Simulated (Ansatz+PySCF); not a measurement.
singlet P₂: levels of theory in one basis

```xyz
2

P    -0.0066    0.0061   -0.9499
P    -0.0068   -0.0030    0.9388
```

Basis set: def2-SVP (spherical functions). Frozen core: 10 orbitals. Charge 0, multiplicity 1.

Computed with Ansatz (development build ahead of 0.2.0); each method stands on the lowest determinant of its kind that the runs found. NEVPT2 correlates all electrons. Active spaces start from the frontier orbitals, and the lowest solution found is given.

```csv
method,E − E(RHF) (eV),<S²> of the determinant
RHF,0.00,0.00
UHF,-0.22,0.70
RHF-MP2,-6.09,–
UHF-MP2,-5.22,0.70
RHF-CCSD,-6.58,–
UHF-CCSD,-6.55,0.70
UHF-CCSD(T),-6.91,0.70
RHF-CCSDT(Q),-7.02,–
UHF-CCSDT(Q),-7.02,0.70
"CASSCF(10,8)",-2.55,–
"SC-NEVPT2(10,8)",-6.53,–
```

What does RHF-CCSD(T) give on the same scale?

-6.96 eV.

Is a single determinant a sound starting point here?

Only with care. Unrestricted orbitals gain 0.22 eV and <S²> is 0.70 against 0.00 for a pure state, so spin symmetry breaks but gains little energy; restricted orbitals can still serve. The CASSCF(10,8) natural occupations are 1.99, 1.99, 1.97, 1.91, 1.91, 0.09, 0.09, 0.03.

Caution for UHF, UHF-MP2, UHF-CCSD, UHF-CCSD(T), UHF-CCSDT(Q): the unrestricted determinant is spin contaminated; the determinant breaks the point group. Caution for UHF-MP2, UHF-CCSD(T): another reference gives a lower total.
